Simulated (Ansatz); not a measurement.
# AlHS: the cost of one run

Program: Ansatz 0.2.0, Gaussian basis. Level of theory: def2-QZVPP, core rule «outside noble gas», up to 10 orbitals frozen. These are calculated values, not measurements.

The runs, in order: UHF; ROHF; CCSD(T) on UHF.

2 further runs of the same task are left out: 2 set aside as unsound or not needed.

### 1 What is computed

The geometry is a PBE0/def2-TZVP stationary point (not a proven minimum) of the parent state, kept for this charge and spin.

3 atoms, charge 1, spin multiplicity 2.

Atoms are counted from 1 here; the program's logs count them from 0.

Bond lengths: Al1–S2 1.999 Å, Al1–H3 1.569 Å. Angles: S2–Al1–H3 180.0°.

### 2 UHF

Input file in.yaml:

```yaml
crystal:
  periodic: [false, false, false]
  atoms:
    - {symbol: Al, position_ang: [0.000000, 0.000000, 0.143100]}
    - {symbol: S, position_ang: [0.000000, 0.000000, -1.855700]}
    - {symbol: H, position_ang: [0.000000, 0.000000, 1.712600]}
basis:
  gaussian: {orbitals: "def2-QZVPP.json"}
total_charge: 1
magnetization: {spin_polarized: true, initial_magnetization: 1}
hamiltonian: {xc: hf}
output: {orbitals: {seedname: orbitals}}
```

Started as:

```console
$ ansatz run in.yaml --threads 1 --pin off --events-out ev --progress --plain --max-ram 2393MiB
```

**Question.** How long does this run take on 1 thread of Arm Neoverse V1, shared host, and how much memory does it need?

About 12 s, with a peak of 0.34 GiB.
